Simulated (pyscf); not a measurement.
F–C•(F)–F (SMILES F[C](F)F) + H₂ (SMILES [H][H]) → HF (SMILES F) + F–C:–F (SMILES F[C]F) [singlet] + H• (SMILES [H]) (concerted fragmentation; doublet surface; C–F, H–H broken, F–H formed). PySCF, gas phase, ωB97X-D3(BJ)/def2-SVP geometries. Energies in kJ/mol from the separated reactants.

```tsv
level	barrier	reaction energy
ωB97X-D3(BJ)/def2-TZVP	328.7	+245.2
PBE/def2-TZVP	[?]	[?]
r²SCAN/def2-TZVP	291.3	+277.9
B3LYP-D3(BJ)/def2-TZVP	290.1	+256.2
PBE0-D3(BJ)/def2-TZVP	311.3	+260.5
ωB97M-D3(BJ)/def2-TZVP	[?]	+229.6
```

Question: Complete the blanks.

Answer: 
- PBE/def2-TZVP, barrier: 261.5
- PBE/def2-TZVP, reaction energy: +253.3
- ωB97M-D3(BJ)/def2-TZVP, barrier: 313.7

The functionals in the table span 67.2 kJ/mol in this barrier, from PBE to ωB97X-D3(BJ)/def2-TZVP. One saddle was located; it need not be the lowest between these sides.
